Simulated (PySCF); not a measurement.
Species: C3H4NO (doublet state).
Cartesian coordinates in Å at the GFN2-xTB level; atoms count from 1:
```
atom  x, y, z in Å
C1    -1.745    0.592    0.514
C2    -0.647   -0.053    0.356
C3     0.499   -0.693   -0.148
N4     1.695   -0.165    0.281
O5     0.443   -1.678   -0.876
H6    -2.135    1.298   -0.215
H7    -2.361    0.483    1.398
H8     1.733    0.743    0.709
H9     2.531   -0.522   -0.150
```

The hyperfine couplings belong to this conformer and change with its torsions.

As a line formula: `C=[C]C(N)=O` [radical].

Method: UKS B3LYP, pcH-1 on C H N O, non-relativistic, mean-field spin-orbit, GIAO (PySCF 2.14.0). Geometry: GFN2-xTB, one conformer, isolated molecule. The geometry wasn't refined by DFT: couplings that depend on bond lengths, twists or pyramidal angles can differ widely from those at the functional's own minimum. The frame is twisted about the C3–N4 bond at this geometry (dihedral O5–C3–N4–H9 = 10°); couplings at other torsion angles weren't computed. Stability of the SCF solution: not tested.

Task: Match the computed a_iso(13C) values +90.0, -52.3, -34.6 MHz with the sites C1; C2; C3.

Result: 
```csv
site,a_iso (MHz),ρ(0) (bohr⁻³),position,distance from C2 (Å),spin population,largest |T| (MHz)
C1,-52.3,-0.0465,1 bond from C2,1.28,-0.16,14.5
C2,+90.0,+0.0800,largest spin population,0.00,+0.87,133.6
C3,-34.6,-0.0308,1 bond from C2,1.41,-0.07,8.7
```

ρ(0) is the spin density at the nucleus and T the dipolar tensor. Largest spin populations (Mulliken): C2 (+0.87), O5 (+0.18), C1 (-0.16) and H6 (+0.08). The positive populations add up to 1.24 and the negative ones to -0.24, together 2S = 1.

H8 and H9 aren't averaged: N4 is flat or nearly so (angle sum 356°), and its turn about the short N4–C3 bond (1.38 Å) is taken as slow.
